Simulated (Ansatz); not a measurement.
Seven cases of bond dissociation energy of first-row species (electronic energies, kcal/mol); geometries: B3LYP-D3(BJ)/def2-TZVP. The cases were drawn at random from those of this class that have a high level and all functionals, leaving out states under which another spin lies or may lie. Left out are anions, K, Ca, elements past Kr, ionisation of Li, Na and Mg, pi-pi* triplets of linear molecules and other triplets made from a closed-shell parent. Runs that doubt their state, and full CI more than 15 mEh from coupled cluster, are set aside; a case stays where another high level and all functionals remain. AFQMC serves as high level only in triple zeta or larger, with a steady walk, a bar under 0.8 kcal/mol and agreement with other high levels or trials where they ran; where none ran, an unstable determinant or (outside 3d species) a high T1 diagnostic also bars it, so strongly correlated cases are thinned. No case was kept or dropped by the size of a functional's miss. High levels with a bar over 0.5 kcal/mol are left out too, and the seventh case lies inside the range of the six. Affinities count positive where energy is released, gaps as the second state minus the first. PBE is by Ansatz (an electronic-structure program) in def2-TZVPD. High levels (Ansatz): P = CCSD(T)/CBS(cc-pVTZ,cc-pVQZ) + [CCSDT(Q) - CCSD(T)]/cc-pVDZ + core + X2C; Q = CCSD(T)/CBS(cc-pVTZ,cc-pVQZ) + [CCSDT(Q) - CCSD(T)]/cc-pVTZ + core + X2C. UHF or UKS for unpaired electrons; spin-orbit terms are left out. CBS(X,Y): correlation extrapolated as X^-3, Hartree-Fock from the larger set. A bracket is a step between two methods taken in the basis named. Functionals run without relativity, which enters their misses. 'core' is core correlation in cc-pwCVTZ, 'X2C' scalar relativity in cc-pVTZ-DK, both at CCSD(T). Where a partner has so few electrons that a lower coupled-cluster level is exact, that level stands in.

```
case                                                                                                      PBE  level  high level
------------------------------------------------------------------------------------------------------  -----  -----  ----------
CH5BO (SMILES O(C)B) → CH4BO (SMILES [CH2]OB, doublet) + H (doublet)                                    100.7      P       106.6
CH6BN (SMILES BNC) → CH5BN (SMILES B[N]C, doublet) + H (doublet)                                        105.7      P       115.7
CH5B (SMILES BC) → CH4B (SMILES B[CH2], doublet) + H (doublet)                                           97.5      Q       101.2
CH3BF2 (difluoro(methyl)borane, SMILES CB(F)F) → CH3BF (SMILES C[B]F, doublet) + F (doublet)            173.5      P       176.6
BNH3F (SMILES NBF) → BNH3 (SMILES [BH]N, doublet) + F (doublet)                                         170.1      Q       171.3
C2H7B (ethylborane, SMILES BCC) → BH2 (SMILES [BH2], doublet) + C2H5 (SMILES [CH2]C, doublet)           104.3      P       107.1
CH5BO2 (methylboronic acid, SMILES CB(O)O) → CH4BO (SMILES C[B]O, doublet) + HO (SMILES [OH], doublet)  147.9      P    withheld
```

Question: Fit a straight line from PBE to the high level over the first six rows by least squares, predict the seventh, and compare with the calculation.

Answer: Means: PBE 125.30, high level 129.75. Sxx = 6533.44, Sxy = 6233.82, slope 0.9541, intercept +10.20 kcal/mol; residual standard deviation 3.0 kcal/mol. Seventh row: 0.9541·(147.9) +10.20 = 151.3 kcal/mol. The calculation gave 153.5 kcal/mol: the line differs from it by -2.2, PBE itself by -5.6.
